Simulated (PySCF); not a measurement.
Pyrrole, C₄H₅N, SMILES c1cc[nH]c1, point group C2v.

Level: B3LYP/pcSseg-1 in PySCF (density fitting, grid level 2); geometry and Hessian at that level, cubic constants and property derivatives from steps of ±0.6 along each species' dimensionless normal coordinates, second-order vibrational perturbation theory. The parent has the commonest isotopes.

Equilibrium geometry (Å):

| atom | x | y | z |
| --- | --- | --- | --- |
| C1 | -0.0183 | 1.1971 | -0.0259 |
| C2 | -1.1462 | 0.3291 | 0.0089 |
| C3 | -0.6718 | -0.9631 | 0.0183 |
| N4 | 0.7000 | -0.9032 | -0.0096 |
| C5 | 1.1093 | 0.4075 | -0.0367 |
| H6 | -0.0323 | 2.2790 | -0.0413 |
| H7 | -2.1884 | 0.6198 | 0.0252 |
| H8 | -1.1904 | -1.9111 | 0.0423 |
| H9 | 1.3150 | -1.7024 | -0.0102 |
| H10 | 2.1586 | 0.6659 | -0.0611 |

An isotope shift is δ(isotopologue) − δ(parent), that is, the negative of the change in the averaged GIAO shielding; n counts bonds from the nearest label (0: the labelled atom itself). These are computed values; those of heavy atoms are rounded to 5 ppb, about the numerical noise. One-bond deuterium shifts of ¹³C at such levels come out too large, by a quarter to a half.

(1) What isotope shifts arise with ²H at 6?

Results:

(1) 
```
nucleus  n  0 K (ppb)  200 K (ppb)
     H6  0        -74          -73
     C1  1       -255         -255
     C2  2       -135         -130
     C5  2       -125         -120
     C3  3         -5           -5
     N4  3        -85          -85
     H7  3          0            0
    H10  3          1            1
     H8  4         -1           -1
     H9  4         -5           -5
```
